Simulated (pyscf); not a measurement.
Optimised with ωB97X-D3(BJ)/def2-SVP in PySCF. MP2 and CC: frozen core, UHF for open shells. ΔMP2 is the change of the MP2 total energy from the triple- to the quadruple-zeta basis.

Estimate by transition-state theory (the high-pressure limit) the rate constant of `[CH2]=[CH][CH3]` + `[ClH]` -> `[CH3][CH]([CH3])[Cl]` (singlet surface; Cl–H broken, C–H, C–Cl formed) at 600 K, with CCSD(T)/def2-TZVPP + ΔMP2(QZVPP) energies (ideal gas, 1 atm, RRHO with modes under 100 cm⁻¹ raised to 100, one conformer, R ln 2 for chiral ones without a mode under 150 cm⁻¹; no tunnelling).

The electronic barrier is 36.4 kcal/mol and the thermal terms add +18.5, so ΔG‡ = 54.9 kcal/mol. With k_BT/h = 1.25e+13 s⁻¹ and RT = 1.192 kcal/mol, and a volume of 8.18e-20 cm³ per molecule at 1 atm, k = 1.0e-26 cm³ molecule⁻¹ s⁻¹. The product is born with the 58 kcal/mol of the reverse barrier and needs collisions to keep. Wigner's tunnelling factor for 1461i cm⁻¹ would be 1.51, likely too low at so high a frequency. A shift of 1 kcal/mol in the barrier changes k by a factor 2.3. On the reactant side the descent ends in a complex, 4.5 kcal/mol under the separated species and 37.1 kcal/mol under the saddle at ωB97X-D3(BJ)/def2-TZVP. At ωB97X-D3(BJ)/def2-TZVP the barrier from the zero used here is 32.6 kcal/mol. This is the saddle that the search found; another between the same sides may lie lower. The CCSD(T) − MP2 part came from Ansatz, without density fitting, on the same reference.
